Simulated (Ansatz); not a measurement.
# Scan of the O2–Si3 bond length

MgSiH₄O (SMILES [MgH][O][SiH3]), singlet, at its PBE0-D4/def2-TZVP minimum:

```xyz
7
angstrom
Mg -1.9962 -0.7308 -0.5365
O -0.3570 -0.1428 -0.1028
Si 1.1139 0.3874 0.2857
H -3.5373 -1.2836 -0.9443
H 1.8360 0.9188 -0.9082
H 1.0496 1.4862 1.2946
H 1.9522 -0.7034 0.8659
```

The bond length O2–Si3 (1.611 Å at the minimum) is set to the values below, the two halves moving rigidly along the bond. Each method's energies count from its own value at the PBE0-D4 minimum structure. Ansatz 0.2.0; basis: def2-TZVPP; cores frozen in the correlated methods. The outer core shell of Li, Na, Mg and K is correlated. The def2 sets are not built for correlating such inner shells, so the correlated values are less sure here. B3LYP uses VWN-RPA correlation.

| bond length (Å) | CCSD(T) (eV) | PBE-D4 (eV) | HF (eV) | wB97M-V (eV) | r2SCAN-D4 (eV) |
| --- | --- | --- | --- | --- | --- |
| 1.386 | 1.506 | 1.581 | 1.298 | 1.474 | 1.461 |
| 1.433 | ? | 0.930 | 0.701 | 0.844 | 0.835 |
| 1.502 | ? | 0.336 | 0.192 | 0.283 | 0.277 |
| 1.584 | 0.019 | 0.031 | -0.006 | 0.017 | 0.016 |
| 1.673 | 0.055 | 0.025 | 0.110 | 0.057 | 0.058 |
| 1.770 | ? | 0.257 | 0.477 | 0.338 | 0.339 |
| 1.873 | 0.792 | 0.656 | 1.020 | 0.791 | 0.788 |
| 1.981 | 1.355 | 1.157 | 1.670 | 1.351 | 1.338 |
| 2.094 | 1.973 | 1.711 | 2.378 | 1.970 | 1.940 |

**Question.** Fill in the withheld CCSD(T) values. (To be estimated.)

**Answer.** By the calculation: 0.866 eV at 1.433 Å; 0.292 eV at 1.502 Å; 0.336 eV at 1.770 Å. These count from the CCSD(T) energy at the PBE0-D4 minimum.

Minimum and curvature along this coordinate at CCSD(T): A fifth-order fit through the nearest points gives 1.616 Å, with a curvature of about 37 eV/Å².

**Question.** Treat the two halves as rigid bodies and work out the harmonic wavenumber of this stretch from that curvature (ν̃ = 521.5 √(k/μ) cm⁻¹ with k in eV/Å² and μ in u).

**Answer.** The halves weigh 41.31 and 31.11 u, so μ = 41.31 × 31.11/72.42 = 17.746 u and ν̃ = 521.5 √(37/17.746) ≈ 750 cm⁻¹. A true normal mode mixes in other motions, so this is a guide only.

Largest difference from the CCSD(T) curve over the scan: PBE0-D4 0.067; B3LYP-D4 0.078; MP2 0.050 eV. Each curve counts from its own value at the minimum.

The T1 diagnostic stays at or below 0.015.

For scale, one of the runs: CCSD(T)/def2-TZVPP, 161 basis functions (an equivalent command: `ansatz run in.yaml --threads 2`). The run took 36 s on 2 CPU threads (shared host), with 1.3 GiB of host memory at its peak.
